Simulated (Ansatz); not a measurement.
# Relative stability

Two relaxed structures of C2H4Cl, doublet (PBE0-D4/def2-TZVP; forces vanish, vibrations not checked).

A:

C1  (-0.532, 0.398, -0.117)
C2  (0.502, -0.632, 0.088)
Cl3  (1.831, -0.292, 1.097)
H4  (-1.379, -0.024, -0.662)
H5  (-0.154, 1.254, -0.694)
H6  (-0.895, 0.793, 0.837)
H7  (0.627, -1.496, -0.549)
(Å)

B:

| atom | x (Å) | y (Å) | z (Å) |
| --- | --- | --- | --- |
| C1 | -0.5196 | 0.4339 | 0.0319 |
| C2 | 1.9603 | 0.3895 | 1.5765 |
| Cl3 | 0.5920 | -0.7270 | 0.8153 |
| H4 | -1.3185 | -0.1453 | -0.4266 |
| H5 | 0.0617 | 0.9791 | -0.7066 |
| H6 | -0.8908 | 1.0928 | 0.8120 |
| H7 | 0.1436 | -2.2223 | -2.2496 |

Ansatz 0.2.0; basis: def2-TZVPP; cores frozen in the correlated methods; orbitals are unrestricted. B3LYP uses VWN-RPA correlation.

(1) Which structure is lower at CCSD(T), and by how much? (Judge from chemistry; the value comes from the calculation.)

T1 diagnostic: at most 0.019. ⟨S²⟩ of the unrestricted Hartree–Fock references: 0.77 to 1.78 (a pure state has 0.75). The unrestricted reference is spin-contaminated, which hurts MP2 most.

Results:

(1) The calculation gives: A, by 7.818 eV (electronic energy, against the other). By their contacts, A is C₂H₄Cl ([CH3][CH][Cl]) and B is a complex of C₂H₃Cl ([C][Cl][CH3]) + H.

All methods give the same order:

```csv
method,E(B) − E(A) (eV)
PBE-D4,7.794
r2SCAN-D4,7.821
PBE0-D4,7.909
B3LYP-D4,7.872
wB97M-V,7.950
HF,6.753
MP2,7.927
CCSD,7.823
CCSD(T),7.818
```

Labels in which every atom is bracketed show which atoms are joined, not bond orders.

For scale, one of the runs: CCSD(T)/def2-TZVPP, 160 basis functions, launched by `ansatz run in.yaml --threads 2 --pin off --events-out ev --progress --plain --max-ram 4352MiB`. The run took 97 s on 2 CPU threads of an Arm Neoverse V1 (shared host), with 2.9 GiB of host memory at its peak.
